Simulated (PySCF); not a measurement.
Compound: C₂H₆OS.
Numbering: `[CH3:1][S:2]([CH3:3])=[O:4]` (hydrogens: H5, H6, H7 on C1; H8, H9, H10 on C3)

The geometry is computed with GFN2-xTB (gas phase).

Q: What internal coordinates does the optimisation give?

A: 
```json
{"bond": "C1–S2, S2–C3", "length (Å)": "1.851", "order": "single"}
{"bond": "S2=O4", "length (Å)": "1.461", "order": "double"}
{"bond": "C1–H5 and 5 like bonds", "length (Å)": "1.084", "order": "single"}
```

Bonds in one row agree within 0.01 Å and their mean is given. Orders are formal, as drawn. A selection of angles:
```json
{"angle": "S2–C1–H5", "degrees": "107.6"}
{"angle": "S2–C1–H6", "degrees": "108.6"}
{"angle": "H5–C1–H6", "degrees": "110.1"}
{"angle": "H6–C1–H7", "degrees": "111.3"}
{"angle": "C1–S2–C3", "degrees": "94.6"}
{"angle": "C1–S2–O4", "degrees": "105.9"}
```

S2 (sulfinyl sulfur) is pyramidal (angles 106.0°, 105.9° and 94.6°, sum 306.5°, 0.74 Å off the plane of its three neighbours).

Point group: Cs (every atom within 0.08 Å of its image). Whether it is a minimum is left open (no frequencies).
